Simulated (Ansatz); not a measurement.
**Several solutions for singlet CH2**

```xyz
3

C     0.0000    0.0000    0.0000
H     1.6390    0.0000    1.3272
H    -1.6390    0.0000    1.3272
```

Basis set: 6-31G (spherical functions). Charge 0, multiplicity 1.

PBE0 (unrestricted) was run from several starts with Ansatz (development build ahead of 0.2.0).

| run | program | start | converged | energy (hartree) | <S²> |
| --- | --- | --- | --- | --- | --- |
| A | Ansatz | stability test followed | yes | -38.83224 | 1.05 |
| B | Ansatz | atomic start, no search | yes | -38.81493 | 0.00 |
| C | Ansatz | search for the lowest state | yes | -38.83224 | 1.05 |

Q: Which runs reached the lowest solution of this kind, and what is wrong with the others?

A: A, C reached the lowest solution found. Converged but too high: B by 0.47 eV. Convergence only shows a stationary point, and even a stable one can lie too high; stability tests and further starts are what find lower ones. Caution: charge can spread falsely over distant fragments. Caution: another spin multiplicity may lie lower. Caution: the unrestricted determinant is a mixture of spin states.
